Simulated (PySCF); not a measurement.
Ionisation and electron attachment of propylene

System: `C=CC` (C3H6). Numbering: `[CH2:1]=[CH:2][CH3:3]`

Energies: Hartree-Fock, HF/ma-def2-TZVP (PySCF, density fitting, unrestricted for open shells), on PBE0-D3(BJ)/ma-def2-SVP structures. The prefix ma- adds one diffuse s and one diffuse p function on all atoms but H. Thermal corrections: PBE0-D3(BJ)/ma-def2-SVP frequencies, unscaled, ideal gas at 298.15 K and 1 bar, quasi-RRHO entropy.

Frontier levels of the parent: HOMO -9.76 eV, LUMO 1.45 eV.

Oxidation to the radical cation:
| Item | Value |
| --- | --- |
| Vertical ionisation energy (electronic) | 8.33 eV |
| Adiabatic ionisation energy (with zero-point energy) | 8.13 eV |
| Adiabatic, electronic part | 8.22 eV |
| Vertical gap at the product's structure | 7.78 eV |
| Inner reorganisation energy (four-point) | 543 meV |
| Relaxation of product / of parent | 109 / 434 meV |
| ⟨S²⟩ of the product | 0.757 |
| Largest spin populations | C1 0.69, C2 0.35 |
| Largest changes of atomic charge | C2 0.30, C1 0.27, H (on C2) 0.09, H (on C1) 0.09 |
| Distances that move most (Å) | C1–C2 1.335 → 1.414; C2–C3 1.493 → 1.441; C3–H 1.103 → 1.119; C3–H 1.103 → 1.110 |

Vertical electron affinity to the radical anion: -1.43 eV. This state was not relaxed. The value is negative, so the extra electron is not bound, and the number hangs on the basis.

Adiabatic ionisation energy: the gap is large, chiefly since Hartree-Fock leaves out electron correlation.

Measured values (NIST Chemistry WebBook, evaluated or the median of agreeing entries): adiabatic ionisation energy 9.73 eV (computed 8.13, difference -1.60).

Note: the split of the reorganisation energy is sensitive to the structures, which come from another level (PBE0-D3(BJ)/ma-def2-SVP); Hartree-Fock leaves out electron correlation, so its ionisation energies and electron affinities from energy differences come out too low, often by 1 eV or more.

Run with `OMP_NUM_THREADS=1 python redox_run.py task.json out` on 1 thread of Arm Neoverse V1, a shared host. The single points of this level: 5 s of wall time.
